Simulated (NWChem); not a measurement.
The numbers come from NWChem runs, not from measurements. System: N2, charge 1, spin multiplicity 2, displaced from the optimised geometry. The structure started from a generated list of species. Its SCF solution wasn't tested for a lower state. Level: UPBE/def2-TZVP.

The NWChem input:

```
start mol
memory heap 200 mb stack 900 mb global 1100 mb
charge 1
geometry units angstroms nocenter noautoz
  N      0.000000     0.000000     0.572591
  N      0.000000     0.000000    -0.572591
  symmetry group D2h
end
basis spherical
  * library def2-tzvp
end
dft
  xc xpbe96 cpbe96
  odft
  mult 2
  semidirect memsize 60000000 filesize 0
  iterations 100
  grid xcoarse
end
task dft gradient
```

Part of the output:

```
             Northwest Computational Chemistry Package (NWChem) 7.3.0
             --------------------------------------------------------

                                NWChem Input Module
                                -------------------

 Scaling coordinates for geometry "geometry" by  1.889725989
 (inverse scale =  0.529177249)

 Turning off AUTOSYM since
 SYMMETRY directive was detected!

                             Geometry "geometry" -> ""
                             -------------------------

 Output coordinates in angstroms (scale by  1.889725989 to convert to a.u.)

  No.       Tag          Charge          X              Y              Z
 ---- ---------------- ---------- -------------- -------------- --------------
    1 N                    7.0000     0.00000000     0.00000000     0.57259100
    2 N                    7.0000     0.00000000     0.00000000    -0.57259100

 Effective nuclear repulsion energy (a.u.)      22.6424142197

            Nuclear Dipole moment (a.u.)
            ----------------------------
        X                 Y               Z
 ---------------- ---------------- ----------------
     0.0000000000     0.0000000000     0.0000000000

      Symmetry information
      --------------------

 Group name             D2h
 Group number             26
 Group order               8
 No. of unique centers     1

      Symmetry unique atoms

     1


 Summary of "ao basis" -> "" (spherical)
 ------------------------------------------------------------------------------
       Tag                 Description            Shells   Functions and Types
 ---------------- ------------------------------  ------  ---------------------
 *                         def2-tzvp                  on all atoms

  pbe96 is a nonlocal functional; adding pw91lda local functional.

                                 NWChem DFT Module
                                 -----------------

 Summary of "ao basis" -> "ao basis" (spherical)
 ------------------------------------------------------------------------------
       Tag                 Description            Shells   Functions and Types
[...]
     2   2 0 0     -6.192606     -3.298361     -2.894245      0.000000
     2   1 1 0     -0.000000     -0.000000     -0.000000      0.000000
     2   1 0 1      0.000000      0.000000      0.000000      0.000000
     2   0 2 0     -6.192606     -3.298361     -2.894245      0.000000
     2   0 1 1      0.000000      0.000000      0.000000      0.000000
     2   0 0 2     -4.257352    -12.092222     -8.556481     16.391351

            General Information
            -------------------
          SCF calculation type: DFT
          Wavefunction type:  spin polarized.
          No. of atoms     :     2
          No. of electrons :    13
           Alpha electrons :     7
            Beta electrons :     6
          Charge           :     1
          Spin multiplicity:     2
          Use of symmetry is: on ; symmetry adaption is: on
          Maximum number of iterations: 100
          AO basis - number of functions:    62
                     number of shells:    22
          Convergence on energy requested:  1.00D-06
          Convergence on density requested:  1.00D-05
          Convergence on gradient requested:  5.00D-04

              XC Information
              --------------
          PerdewBurkeErnzerhof Exchange Functional  1.000
            Perdew 1991 LDA Correlation Functional  1.000 local
           PerdewBurkeErnz. Correlation Functional  1.000 non-local

             Grid Information
             ----------------
          Grid used for XC integration:  xcoarse
          Radial quadrature: Mura-Knowles
          Angular quadrature: Lebedev.
          Tag              B.-S. Rad. Rad. Pts. Rad. Cut. Ang. Pts.
          ---              ---------- --------- --------- ---------
          N                   0.65       21           5.0       194
          Grid pruning is: on
          Number of quadrature shells:    21
          Spatial weights used:  Erf1

          Convergence Information
          -----------------------
          Convergence aids based upon iterative change in
          total energy or number of iterations.
          Levelshifting, if invoked, occurs when the
          HOMO/LUMO gap drops below (HL_TOL):  1.00D-02
          DIIS, if invoked, will attempt to extrapolate
          using up to (NFOCK): 10 stored Fock matrices.

                    Damping( 0%)  Levelshifting(0.5)       DIIS
                  --------------- ------------------- ---------------
          dE  on:    start            ASAP                start
          dE off:    2 iters        100 iters           100 iters

      Screening Tolerance Information
      -------------------------------
          Density screening/tol_rho:  1.00D-10
          AO Gaussian exp screening on grid/accAOfunc:  14
          CD Gaussian exp screening on grid/accCDfunc:  20
          XC Gaussian exp screening on grid/accXCfunc:  20
          Schwarz screening/accCoul:  1.00D-08

                            NWChem DFT Gradient Module
                            --------------------------

  charge          =   1.00
  wavefunction    = open shell

  Using symmetry

                         DFT ENERGY GRADIENTS

    atom               coordinates                        gradient
                 x          y          z           x          y          z
   1 N       0.000000   0.000000   1.082040    0.000000   0.000000   0.067836
   2 N       0.000000   0.000000  -1.082040    0.000000   0.000000  -0.067836

                 ----------------------------------------
                 |  Time  |  1-e(secs)   |  2-e(secs)   |
                 ----------------------------------------
                 |  CPU   |       0.00   |       0.97   |
                 ----------------------------------------
                 |  WALL  |       0.00   |       0.97   |
                 ----------------------------------------

 Task  times  cpu:        2.2s     wall:        2.2s

 Total times  cpu:        2.2s     wall:        2.2s
```
